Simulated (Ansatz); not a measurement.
**SiH3F (SMILES F[SiH3]) at r2SCAN0/def2-TZVPP**

What is the energy change on altering one bond length of SiH3F at r2SCAN0/def2-TZVPP? 

The results are computed with Ansatz 0.2.0.

52 further runs of the same task are left out: 1 that didn't finish, 51 set aside as unsound or not needed.

**1. The structure to begin with**

The species is SiH3F (5 atoms), meant as a singlet with charge 0. SMILES: `F[SiH3]`. The coordinates come from a PBE0-D4/def2-TZVP relaxation.

Bond lengths: F1–Si2 1.600 Å, Si2–H3 1.482 Å, Si2–H4 1.482 Å, Si2–H5 1.482 Å. Angles: F1–Si2–H3 108.3°, F1–Si2–H4 108.3°, F1–Si2–H5 108.3°, H3–Si2–H4 110.6°, H3–Si2–H5 110.6°, H4–Si2–H5 110.6°.

**2. The energy at r2SCAN0/def2-TZVPP**

The input, in.yaml:

```yaml
crystal:
  periodic: [false, false, false]
  atoms:
    - {symbol: F, position_ang: [-1.274600, 0.162800, 0.858000]}
    - {symbol: Si, position_ang: [0.043300, -0.019300, -0.030700]}
    - {symbol: H, position_ang: [-0.367800, -0.192600, -1.443700]}
    - {symbol: H, position_ang: [0.768600, -1.217900, 0.451600]}
    - {symbol: H, position_ang: [0.880500, 1.193400, 0.123400]}
basis:
  gaussian:
    orbitals: def2-TZVPP
hamiltonian:
  xc: {name: r2SCAN0}
accuracy: high
output: {orbitals: {seedname: orbitals}}
```

On the command line:

```sh
$ ansatz run in.yaml --threads 1 --pin off --max-ram 3480MiB --events-out events.jsonl --progress --plain --runs-dir runs
```

Output:

```text
Warning: RAYON_NUM_THREADS=1 ignored (pool sized by the plan → 1); use --threads N
Functional definition: r2SCAN0
  name "r2SCAN0"
  parameter a = 0.25
  parameter k0 = 0.174
  parameter k1 = 0.065
  parameter a1 = 4.9479
  exchange = (1 - a)*r2scan_x(k0 = k0, k1 = k1, a1 = a1) + a*exact_x
  correlation = r2scan_c
1908 factors; integrals over basis functions are off by at most 3.3e-9 eV
mean field evaluation 1: about -10642.7485 eV, gradient 2.9e1 eV
mean field evaluation 2: about -10641.6912 eV, gradient 4.1e1 eV
mean field evaluation 4: about -10643.8871 eV, gradient 4.1e-1 eV
mean field evaluation 8: about -10643.8846 eV, gradient 1.0e-2 eV
mean field evaluation 16: about -10643.8846 eV, gradient 2.1e-7 eV
mean field -10643.88462238 eV, -391.1555451882 hartree, gradient 3.2e-8 eV, S^2 0.000000; 0 other end points of the search recorded, 0 dependent functions left out
reference -10643.88462299 eV, -391.1555452107 hartree; 13, 13 occupied and 102, 102 virtual orbitals, 1908 factors
Total energy: -10643.88462299 eV, -391.1555452107 hartree
```

It took 5.1 s on 1 thread of Intel Xeon 6975P-C (Granite Rapids), shared host; peak memory 0.33 GiB.

**3. The distorted shape, same level**

The input, run.yaml:

```yaml
crystal:
  periodic: [false, false, false]
  atoms:
    - {symbol: F, position_ang: [-0.781271, 0.370764, 2.553632]}
    - {symbol: Si, position_ang: [0.536629, 0.188664, 1.664932]}
    - {symbol: H, position_ang: [-0.367800, -0.192600, -1.443700]}
    - {symbol: H, position_ang: [1.261929, -1.009936, 2.147232]}
    - {symbol: H, position_ang: [1.373829, 1.401364, 1.819032]}
basis:
  gaussian:
    orbitals: def2-TZVPP
hamiltonian:
  xc: {name: r2SCAN0}
accuracy: high
output: {orbitals: {seedname: orbitals}}
```

On the command line:

```sh
$ ansatz run run.yaml --threads 1 --pin off --max-ram 3480MiB --events-out events.jsonl --progress --plain --runs-dir runs
```

Output, shortened:

```text
Warning: RAYON_NUM_THREADS=1 ignored (pool sized by the plan → 1); use --threads N
[... 8 set-up lines as earlier in the session ...]
1820 factors; integrals over basis functions are off by at most 3.5e-9 eV
mean field evaluation 1: about -10637.5101 eV, gradient 3.0e1 eV
mean field evaluation 2: about -10633.5677 eV, gradient 4.7e1 eV
mean field evaluation 4: about -10638.9524 eV, gradient 4.3e0 eV
mean field evaluation 8: about -10639.0652 eV, gradient 9.4e-2 eV
mean field evaluation 16: about -10639.0653 eV, gradient 1.0e-5 eV
mean field -10639.06529957 eV, -390.9784383417 hartree, gradient 1.6e-8 eV, S^2 0.000000; 0 other end points of the search recorded, 0 dependent functions left out
reference -10639.06530025 eV, -390.9784383665 hartree; 13, 13 occupied and 102, 102 virtual orbitals, 1820 factors
Total energy: -10639.06530025 eV, -390.9784383665 hartree
```

It took 4.8 s on 1 thread of Intel Xeon 6975P-C (Granite Rapids), shared host; peak memory 0.32 GiB.

**4. Outcome**

Level: r2SCAN0/def2-TZVPP.

| quantity | value |
| --- | --- |
| first shape: total energy | -391.15555 Eh |
| first shape: HOMO energy | -10.02 eV |
| first shape: LUMO energy | 0.17 eV |
| first shape: HOMO–LUMO gap | 10.19 eV |
| distorted shape: total energy | -390.97844 Eh |
| distorted shape: HOMO energy | -6.83 eV |
| distorted shape: LUMO energy | -3.90 eV |
| distorted shape: HOMO–LUMO gap | 2.93 eV |
| energy change with the Si2–H3 bond stretched from 1.482 to 3.260 Å | 4.819 eV |

In words: One bond (distorted shape) is far stretched, which a spin-restricted single reference describes badly; a broken-symmetry solution may lie lower. With the Si2–H3 bond stretched from 1.482 to 3.260 Å the energy rises by 4.82 eV (111 kcal/mol). The first shape isn't relaxed at this level, so the change isn't measured from a minimum. A restricted reference can't describe the breaking bond well at this length.
